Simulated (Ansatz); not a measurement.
Input for Ansatz (development build ahead of 0.2.0):

```yaml
crystal:
  periodic: [false, false, false]
  atoms:
    - { symbol: O, position_ang: [0.12268, -0.08368, 0.0824] }
    - { symbol: H, position_ang: [1.06688, 0.03241, 0.24374] }
    - { symbol: O, position_ang: [2.92176, 0.061, -0.077] }
    - { symbol: H, position_ang: [3.42609, 0.85011, -0.05108] }
    - { symbol: H, position_ang: [3.54636, -0.46572, -0.56626] }
    - { symbol: O, position_ang: [-1.37107, 2.68869, 0.36753] }
    - { symbol: H, position_ang: [-1.15295, 1.75988, 0.59469] }
    - { symbol: H, position_ang: [-1.41375, 2.68285, -0.57855] }
basis:
  gaussian: { orbitals: def2-SVP }
magnetization:
  spin_polarized: true
  initial_magnetization: 1
hamiltonian:
  xc: hf
output:
  forces: true
```

The input is written out in the form of the current development build from the run's settings.

The run gave:

```
Converged                       : yes
Total energy                    : -227.26165 hartree
Spin squared of the determinant : 0.755
Stability test                  : minimum
```

Forces (eV/Å):
```json
{"atom": "O1", "Fx": "0.018", "Fy": "0.092", "Fz": "0.155"}
{"atom": "H2", "Fx": "-0.203", "Fy": "-0.157", "Fz": "-0.182"}
{"atom": "O3", "Fx": "0.962", "Fy": "-0.370", "Fz": "-0.510"}
{"atom": "H4", "Fx": "-0.149", "Fy": "1.052", "Fz": "0.456"}
{"atom": "H5", "Fx": "-0.683", "Fy": "-0.590", "Fz": "0.112"}
{"atom": "O6", "Fx": "0.375", "Fy": "-1.697", "Fz": "0.332"}
{"atom": "H7", "Fx": "-0.312", "Fy": "1.674", "Fz": "-0.488"}
{"atom": "H8", "Fx": "-0.008", "Fy": "-0.004", "Fz": "0.124"}
```
